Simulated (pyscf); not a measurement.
Structures and frequencies: ωB97X-D3(BJ)/def2-SVP in PySCF.

For the elementary gas-phase step `[AgH]` + `[OH2]` → `[OH][Ag]` + `[H][H]` (singlet surface; Ag–H, H–O broken, Ag–O, H–H formed), what barrier and reaction energy does M06-2X/def2-TZVP give, measured from the separated reactants?

ΔE‡ = 23.2 kcal/mol, ΔE = +12.3 kcal/mol. ωB97M-D3(BJ)/def2-TZVP gives 26.8 kcal/mol and +15.7 kcal/mol. Zero-point energy shifts the barrier by -0.6 kcal/mol. It is a four-centre exchange, with an imaginary mode of 1072i cm⁻¹. On the reactant side the descent ends in a bound adduct (not fully relaxed), 10.4 kcal/mol under the separated species and 35.1 kcal/mol under the saddle at ωB97X-D3(BJ)/def2-TZVP. The products may also form a dative adduct at HO–Ag; it and routes through it were not searched. At the saddle there is also a short Ag–H contact that neither side keeps. At ωB97X-D3(BJ)/def2-TZVP the barrier from the zero used here is 24.8 kcal/mol. One saddle was located; it need not be the lowest between these sides. Elements past Kr carry the def2 core potentials, without spin-orbit coupling.
